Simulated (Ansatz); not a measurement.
Reaction: C2H6S (methylsulfanylmethane, SMILES S(C)C) → CH3 (SMILES [CH3], doublet) + CH3S (SMILES [S]C, doublet) (the C-S bond breaks)
Each species at its own B3LYP-D3(BJ)/def2-TZVP minimum (Ansatz, a first-principles code).

Total energies in hartree (Ansatz). Radicals and triplets start from unrestricted determinants; spin-orbit coupling is neglected. Cores are frozen in correlated methods. No relativity.

```tsv
species	HF/cc-pV(T+d)Z	CCSD(T)/cc-pV(T+d)Z	HF/cc-pV(Q+d)Z	CCSD(T)/cc-pV(Q+d)Z	CCSD(T)/cc-pV(D+d)Z	CCSDT(Q)/cc-pV(D+d)Z
1: C2H6S (methylsulfanylmethane, SMILES S(C)C)	-476.80438	-477.40946	-476.81330	-477.45258	-477.25546	-477.25726
2: CH3 (SMILES [CH3], doublet)	-39.57748	-39.76098	-39.58026	-39.77245	-39.71583	-39.71634
3: CH3S (SMILES C[S], doublet)	-437.15352	-437.52789	-437.15975	-437.55673	-437.42442	-437.42565
```

### Question
Work out the bond dissociation energy (electronic) in kJ/mol: take Hartree-Fock from cc-pV(Q+d)Z, extrapolate the CCSD(T) correlation energy as X^-3 (X = 3, 4), and add CCSDT(Q) - CCSD(T) in cc-pV(D+d)Z. 1 hartree = 2625.5 kJ/mol.

### Answer

Species 1: correlation (64·(-0.63928) - 27·(-0.60508))/37 = -0.66424; step -0.00180; E1 = -476.81330 + (-0.66424) + (-0.00180) = -477.47934
Species 2: correlation (64·(-0.19219) - 27·(-0.18350))/37 = -0.19853; step -0.00051; E2 = -39.58026 + (-0.19853) + (-0.00051) = -39.77930
Species 3: correlation (64·(-0.39698) - 27·(-0.37437))/37 = -0.41348; step -0.00123; E3 = -437.15975 + (-0.41348) + (-0.00123) = -437.57446
-1·E1 +1·E2 +1·E3 = 0.12558 hartree = 329.7 kJ/mol.
